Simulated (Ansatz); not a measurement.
Energy needed to pull apart C2H3N (SMILES C1=NC1), singlet, into free ground-state atoms, from the structure below (displaced at random from a GFN2-xTB minimum); no zero-point or spin–orbit terms; open-shell atoms are treated unrestricted, in their ground-state multiplicity.

```xyz
6
angstrom
C -0.5819 -0.5435 -0.2824
N 0.4432 -1.0801 0.1975
C 0.3834 0.4353 0.1527
H -1.5176 -0.7394 -0.6899
H 1.0190 0.9344 -0.5279
H 0.2590 0.9264 1.1304
```

Ansatz 0.2.0; basis: def2-TZVPP; cores frozen in the correlated methods.

```
   method  atomization energy (eV)
   PBE-D4                    25.67
r2SCAN-D4                        ?
  PBE0-D4                    24.87
 HSE06-D4                    24.89
 BHLYP-D4                    23.51
  wB97M-V                    24.71
       HF                    16.40
      MP2                        ?
     CCSD                    23.24
  CCSD(T)                    23.78
```

Problem. What does MP2 give? (An estimate is asked for; the value comes from the calculation.)

Solution. Computed: 24.39 eV, which is about 0.61 eV more than CCSD(T)/def2-TZVPP.

Problem. What does r2SCAN-D4 give? (To be estimated.)

Solution. By the calculation: 24.57 eV, which is about 0.79 eV more than CCSD(T)/def2-TZVPP.

In triple zeta the MP2 and coupled-cluster atomization energies are still short of their basis limit by a few kcal/mol a bond, whereas those of the functionals are nearly converged, so these differences are not deviations from converged CCSD(T).

The T1 diagnostic stays at or below 0.012. The restricted Hartree–Fock reference is unstable towards an unrestricted one here.

For scale, one of the runs: CCSD(T)/def2-TZVPP forces, 135 basis functions (an equivalent command: `ansatz run in.yaml --threads 4`). The run took 25 s on 4 CPU threads (shared host), with 1.4 GiB of host memory at its peak.
